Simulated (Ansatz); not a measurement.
Process, species as SMILES: C1(CC1)N → [CH]1CC1 + [NH2] (NH2) (the C-N bond breaks)

Property: bond dissociation energy (electronic), in kcal/mol. Conventions: non-relativistic; 6-311+G** with 5d; spin-orbit terms left out; UHF or UKS for open shells; six Cartesian d functions in 6-31G* and its kin unless marked 5d; LANL2DZ all-electron up to Ne; frozen cores in correlated levels; dispersion terms only where a functional's name holds one. CBS(X,Y): correlation extrapolated as X^-3; Hartree-Fock from the larger set. The bracket is a focal-point correction in the basis named. First-principles rows: single points at B3LYP-D3(BJ) geometries (Ansatz, a program for electronic structure).

Coupled cluster (Ansatz) is a level with limits of its own, used here on species with T1 under 0.025 (0.045 for open shells) and stable references: RI-MP2/CBS(cc-pVTZ,cc-pVQZ)+[CCSD(T)-MP2]/cc-pVTZ.

Value to compare with, RI-MP2/CBS(cc-pVTZ,cc-pVQZ)+[CCSD(T)-MP2]/cc-pVTZ (Ansatz): 102.7 kcal/mol.

```csv
level,program,bond dissociation energy (electronic) (kcal/mol),difference
PBE/STO-3G,Ansatz,112.7,10.0
PBE/3-21G,Ansatz,107.7,5.0
PBE/LANL2DZ,Ansatz,103.4,0.7
PBE/6-31G*,Ansatz,102.1,-0.6
PBE/def2-SVP,Ansatz,104.2,1.5
PBE/6-311+G**,Ansatz,100.3,-2.4
PBE/def2-TZVPD,Ansatz,99.4,-3.3
```

Among the 6 habitual levels, PBE/STO-3G lies farthest from RI-MP2/CBS(cc-pVTZ,cc-pVQZ)+[CCSD(T)-MP2]/cc-pVTZ (Ansatz) (10.0 kcal/mol); 4 of 6 lie above it, and their mean absolute difference is 3.4 kcal/mol, the median 1.9. One case shows no general order.

The sets are all those run for this method; runs whose electronic state is in doubt are left out.
